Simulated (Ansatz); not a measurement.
**C2H4O (SMILES C1CO1): RPA@PBE/def2-SVPD**

Aim: the vertical ionisation energy of C2H4O at RPA@PBE/def2-SVPD, from 2 runs. 

The calculation is run with Ansatz 0.2.0.

51 further runs of the same task are left out: 51 set aside as unsound or not needed.

## (1) The molecule

The species is C2H4O (7 atoms), meant as a singlet with charge 0. As SMILES, `C1CO1`. The shape is that of a PBE0-D4/def2-TZVP optimisation.

Bond lengths: C1–C2 1.458 Å, C1–O3 1.416 Å, C2–O3 1.416 Å, C1–H4 1.087 Å, C1–H5 1.087 Å, C2–H6 1.087 Å, C2–H7 1.087 Å. Some angles: C1–C2–O3 59.0°, C2–C1–O3 59.0°, C1–O3–C2 62.0°, C1–C2–H6 119.5°, C1–C2–H7 119.5°, O3–C2–H6 115.3°, O3–C2–H7 115.3°, C2–C1–H4 119.5°, C2–C1–H5 119.5°, O3–C1–H4 115.3°.

## (2) The energy at RPA@PBE/def2-SVPD

Input file input.yaml:

```yaml
crystal:
  periodic: [false, false, false]
  atoms:
    - {symbol: C, position_ang: [-0.604500, -0.272900, -0.303700]}
    - {symbol: C, position_ang: [0.650000, 0.164200, 0.297000]}
    - {symbol: O, position_ang: [-0.339900, 1.100600, -0.086300]}
    - {symbol: H, position_ang: [-0.619200, -0.584700, -1.344900]}
    - {symbol: H, position_ang: [-1.378400, -0.703100, 0.326900]}
    - {symbol: H, position_ang: [0.797000, 0.054800, 1.368500]}
    - {symbol: H, position_ang: [1.556200, 0.173200, -0.303300]}
basis:
  gaussian: {orbitals: def2-SVPD}
hamiltonian: {xc: {name: PBE}}
correlation: {method: rpa, frozen_orbitals: {C: 1, H: 0, O: 1}}
accuracy: high
```

On the command line:

```sh
$ ansatz run input.yaml --threads 1 --pin off --max-ram 3480MiB --events-out events.jsonl --progress --plain --runs-dir runs
```

What it wrote:

```text
Warning: RAYON_NUM_THREADS=1 ignored (pool sized by the plan → 1); use --threads N
Functional definition: PBE
  name "PBE"
  parameter kappa = 0.804
  parameter beta = 0.06672455060314922
  exchange = pbe_x(kappa = kappa, mu = beta*pi^2/3)
  correlation = pbe_c(beta = beta)
1927 factors; integrals over basis functions are off by at most 3.1e-9 eV
mean field evaluation 1: about -4171.7853 eV, gradient 4.6e1 eV
mean field evaluation 2: about -4171.7867 eV, gradient 4.6e1 eV
mean field evaluation 4: about -4176.4029 eV, gradient 1.8e1 eV
mean field evaluation 8: about -4176.9772 eV, gradient 6.9e-1 eV
mean field evaluation 16: about -4176.9781 eV, gradient 2.1e-5 eV
mean field -4176.97814794 eV, -153.5011156792 hartree, gradient 8.6e-8 eV, S^2 0.000000; 0 other end points of the search recorded, 0 dependent functions left out
3 core orbitals not correlated: weight in the atoms' cores, before any rotation towards them, 1.000 or more for the frozen orbitals, at most 0.000 for the correlated occupied ones
reference -4156.12936776 eV, -152.7349371397 hartree; 9, 9 occupied and 83, 83 virtual orbitals, 1927 factors
Total energy: -4176.85223534 eV, -153.4964884767 hartree
```

Wall time 8.7 s (1 thread of Arm Neoverse V1, shared host); peak memory 0.31 GiB.

## (3) The doublet cation at the same level

Input file in.yaml:

```yaml
crystal:
  periodic: [false, false, false]
  atoms:
    - {symbol: C, position_ang: [-0.604500, -0.272900, -0.303700]}
    - {symbol: C, position_ang: [0.650000, 0.164200, 0.297000]}
    - {symbol: O, position_ang: [-0.339900, 1.100600, -0.086300]}
    - {symbol: H, position_ang: [-0.619200, -0.584700, -1.344900]}
    - {symbol: H, position_ang: [-1.378400, -0.703100, 0.326900]}
    - {symbol: H, position_ang: [0.797000, 0.054800, 1.368500]}
    - {symbol: H, position_ang: [1.556200, 0.173200, -0.303300]}
basis:
  gaussian:
    orbitals: def2-SVPD
total_charge: 1
magnetization:
  spin_polarized: true
  initial_magnetization: 1
hamiltonian:
  xc: {name: PBE}
correlation:
  method: rpa
  frozen_orbitals: {C: 1, H: 0, O: 1}
accuracy: high
```

On the command line:

```sh
$ ansatz run in.yaml --threads 1 --pin off --max-ram 3480MiB --events-out events.jsonl --progress --plain --runs-dir runs
```

What it wrote, cut to the lines that bear on the results:

```text
Warning: RAYON_NUM_THREADS=1 ignored (pool sized by the plan → 1); use --threads N
[... 2 set-up lines as earlier in the session ...]
[...]
1927 factors; integrals over basis functions are off by at most 3.1e-9 eV
[...]
mean field -4166.45084124 eV, -153.1142442937 hartree, gradient 7.2e-9 eV, S^2 0.752314; 5 other end points of the search recorded, 0 dependent functions left out
3 core orbitals not correlated: weight in the atoms' cores, before any rotation towards them, 1.000 or more for the frozen orbitals, at most 0.000 for the correlated occupied ones
reference -4146.14979615 eV, -152.3681946473 hartree; 9, 8 occupied and 83, 84 virtual orbitals, 1927 factors
Total energy: -4166.04419954 eV, -153.0993004870 hartree
```

Wall time 15 s (1 thread of Arm Neoverse V1, shared host); peak memory 0.39 GiB.

## (4) Outcome

At RPA@PBE/def2-SVPD, 3 core orbitals frozen:

| quantity | value |
| --- | --- |
| singlet C2H4O: total energy | -153.49649 Eh |
| singlet C2H4O: RPA correlation energy (valence) | -761.6 mEh |
| doublet cation: total energy | -153.09930 Eh |
| doublet cation: RPA correlation energy (valence) | -731.1 mEh |
| doublet cation: ⟨S²⟩ of the reference determinant | 0.752 |
| vertical ionisation energy (to the doublet cation) | 10.808 eV |

The vertical ionisation energy comes to 10.81 eV (249 kcal/mol).
